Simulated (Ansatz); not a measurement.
**CH₄OSi (SMILES CO[SiH]): functionals against CCSD(T) at one geometry**

The task here is to estimate one member of a computed series from the others.

Computed with Ansatz 0.2.0, Gaussian basis. Level: single points in def2-TZVPP.

Correlated methods freeze the cores.

## The starting structure

SMILES `CO[SiH]`, 7 atoms, charge 0, spin multiplicity 1.

Atoms are counted from 1 here; the program's logs count them from 0.

Bond lengths: C1–O2 1.447 Å, C1–H4 1.071 Å, C1–H5 1.161 Å, C1–H6 0.973 Å, O2–Si3 1.536 Å, Si3–H7 1.297 Å. Angles: O2–C1–H4 98.5°, O2–C1–H5 119.7°, O2–C1–H6 110.7°, H4–C1–H5 119.1°, H4–C1–H6 120.2°, H5–C1–H6 90.0°, C1–O2–Si3 123.4°, O2–Si3–H7 116.6°.

Coordinates:

```tsv
atom	x (Å)	y (Å)	z (Å)
C1	-0.5245	0.4364	-0.3731
O2	-0.4563	-0.6557	0.5744
Si3	0.8641	-1.2572	1.0796
H4	-1.5407	0.3103	-0.6868
H5	0.3045	0.5528	-1.1775
H6	-0.2395	1.2696	0.0410
H7	1.9530	-0.6508	0.7197
```

The first run:

Contents of run/in.yaml:

```yaml
crystal:
  periodic: [false, false, false]
  atoms:
    - {symbol: C, position_ang: [-0.524500, 0.436400, -0.373100]}
    - {symbol: O, position_ang: [-0.456300, -0.655700, 0.574400]}
    - {symbol: Si, position_ang: [0.864100, -1.257200, 1.079600]}
    - {symbol: H, position_ang: [-1.540700, 0.310300, -0.686800]}
    - {symbol: H, position_ang: [0.304500, 0.552800, -1.177500]}
    - {symbol: H, position_ang: [-0.239500, 1.269600, 0.041000]}
    - {symbol: H, position_ang: [1.953000, -0.650800, 0.719700]}
basis:
  gaussian: {orbitals: def2-TZVPP}
correlation: {method: ccsd_t}
output: {forces: true}
```

No record of the launch command was kept for these runs.

Steps of the session up to this table: CCSD(T)/def2-TZVPP; PBE0-D4/def2-TZVPP; wB97M-V/def2-TZVPP; r2SCAN-D4/def2-TZVPP; PBE-D4/def2-TZVPP; CAM-B3LYP-D4/def2-TZVPP; SPW92/def2-TZVPP.

One of the session's tables, all rows but one given; the rest of the session is left out.

```
      method  RMS force component (eV/Å)  angle to CCSD(T) forces (°)  dipole (D)
     CCSD(T)                       2.986                    reference        3.25
     PBE0-D4                           ?                            ?           ?
     wB97M-V                       2.970                          1.3        3.22
   r2SCAN-D4                       2.966                          2.2        3.34
      PBE-D4                       3.047                          2.4        3.19
CAM-B3LYP-D4                       2.955                          2.7        3.30
       SPW92                       3.041                          4.9        3.20
```

**Question.** Estimate the row for PBE0-D4.

As computed: RMS force component (eV/Å): 3.006; angle to CCSD(T) forces (°): 2.7; dipole (D): 3.30. In the column «RMS force component (eV/Å)» it lies between CCSD(T) (2.986) and SPW92 (3.041).
